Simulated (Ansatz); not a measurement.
The first iterations of a band of CH4NSi (7 atoms, charge 0, multiplicity 2).

Theory: UKS BLYP/def2-SVP (Ansatz 0.2.0).

```yaml
movable_images: 7
climbing_image: yes
spring: 0.5 eV/Å²
optimiser: quadratic models (default)
start_path: through a guess of the saddle point
force_threshold: 0.05 eV/Å
iteration_limit: 60
end_points: relaxed
```

Initial state:

```xyz
7
Properties=species:S:1:pos:R:3
N -1.212 0.151 -0.787
C 0.061 -0.073 -0.545
Si 1.066 -0.519 0.902
H -1.530 0.447 -1.721
H -1.974 0.088 -0.087
H 1.113 0.710 1.787
H 2.477 -0.804 0.452
```

Final state:

```xyz
7
Properties=species:S:1:pos:R:3
N -1.212 0.150 -0.787
C 0.061 -0.075 -0.545
Si 1.065 -0.518 0.903
H -1.972 0.094 -0.085
H -1.531 0.442 -1.722
H 1.113 0.713 1.785
H 2.476 -0.806 0.452
```

| iteration | highest image above the first end (eV) | largest band force component (eV/Å) |
| --- | --- | --- |
| 1 | 8.948 | 42.279 |
| 2 | 1.282 | 3.345 |
| 3 | 0.557 | 1.918 |
| 4 | 0.252 | 0.643 |
| 5 | 0.208 | 0.593 |

**Question.** Does the band converge within its limit, and where does its top end?

**Answer.** It converged. It ended after 15 iterations with the highest image 0.190 eV above the first end. The profile has 2 maxima (images 2, 5) with wells between them (image 3): this band takes more than one step, which may be the mechanism or a detour left from its start path. The order of the point at the top wasn't checked.

The run took 4.7 min on 1 thread of Intel(R) Xeon(R) Processor @ 2.70GHz, on a shared host, peak memory 0.15 GiB.
